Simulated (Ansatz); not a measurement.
A CCSD(T) single point on FHMgS, SMILES `[F][Mg][SH]`.

```yaml
crystal:
  periodic: [false, false, false]
  atoms:
    - {symbol: F, position_ang: [-1.161019, 0.391036, 2.153592]}
    - {symbol: Mg, position_ang: [-0.512081, 0.205831, 0.539691]}
    - {symbol: S, position_ang: [0.306571, -0.020732, -1.572591]}
    - {symbol: H, position_ang: [1.422028, -0.636434, -1.140893]}
basis:
  gaussian: {orbitals: def2-QZVPP}
correlation: {method: ccsd_t}
```

```sh
$ ansatz run in.yaml --threads 4 --pin off --events-out ev --progress --plain --max-ram 10444MiB
```

Output of Ansatz, abridged:

```
Functional definition: HF
  name "HF"
  cite "Fock, Z. Phys. 61, 126 (1930) doi:10.1007/BF01340294"
  parent pbe
  exchange = exact_x
  correlation = 0
1363 factors; integrals over basis functions are off by at most 1.1e-3 eV
mean field evaluation 1: about -18973.4799 eV, gradient 3.7e1 eV
mean field evaluation 2: about -18973.5159 eV, gradient 3.7e1 eV
mean field evaluation 4: about -18976.0626 eV, gradient 2.1e0 eV
mean field evaluation 8: about -18976.1059 eV, gradient 3.0e-1 eV
mean field evaluation 16: about -18976.1069 eV, gradient 2.4e-6 eV
mean field -18976.10686852 eV, -697.3590649510 hartree, gradient 2.4e-6 eV, S^2 0.000000; 0 other end points of the search recorded, 0 dependent functions left out
7 core orbitals not correlated: weight in the atoms' cores, before any rotation towards them, 1.000 or more for the frozen orbitals, at most 0.000 for the correlated occupied ones
reference -18976.10686852 eV, -697.3590649510 hartree; 12, 12 occupied and 201, 201 virtual orbitals, 1363 factors
second order -19.39009316 eV of doubles, -0.00000000 eV of singles
cycle   1  -19.56362062 eV  change   -1.7e-1 eV  update   8.2e-2
cycle   2  -19.86341833 eV  change   -3.0e-1 eV  update   2.6e-2
cycle   3  -19.95026270 eV  change   -8.7e-2 eV  update   1.4e-2
cycle   4  -19.94129800 eV  change    9.0e-3 eV  update   3.5e-3
cycle   5  -19.93808874 eV  change    3.2e-3 eV  update   1.6e-3
cycle   6  -19.93859670 eV  change   -5.1e-4 eV  update   5.1e-4
cycle   7  -19.93857573 eV  change    2.1e-5 eV  update   1.7e-4
cycle   8  -19.93849343 eV  change    8.2e-5 eV  update   5.9e-5
cycle   9  -19.93849783 eV  change   -4.4e-6 eV  update   2.3e-5
perturbative correction -0.62330661 eV, -0.0229060955 hartree
Total energy: -18996.66867296 eV, -698.1146973269 hartree
```

Run time 19 s (4 threads of an Arm Neoverse V2 on a shared host); peak host memory 2.3 GiB.

The correlation energy is -20.562 eV, 3.0 % of it from (T); the T1 diagnostic reads 0.0105.
